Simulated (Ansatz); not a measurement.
Start from C in the diamond structure (space group Fd-3m, No. 227; a = 3.5538 Å).

The values are results of PBEsol, PAW, 420 eV (Ansatz, a program for electronic structure; no SOC), not measurements.

```csv
level,band gap,lattice parameter a
PBEsol,4.03 eV,3.554 Å
```

Measured: band gap 5.48 eV (0 K or low temperature; as listed in arXiv:1206.3780); lattice parameter a 3.553 Å (static lattice; corrected from measurement; as listed in Daniel Mejia-Rodriguez, S. B. Trickey, Phys. Rev. B (2018)).

Computed minus measured — band gap: PBEsol -1.45 eV; lattice parameter a: PBEsol +0.0 %. Measured values not marked as corrected hold thermal and zero-point effects that the static-lattice runs lack. A measured gap can be an optical one, lowered by exciton binding.

Whether these cells are dynamically stable was not tested.
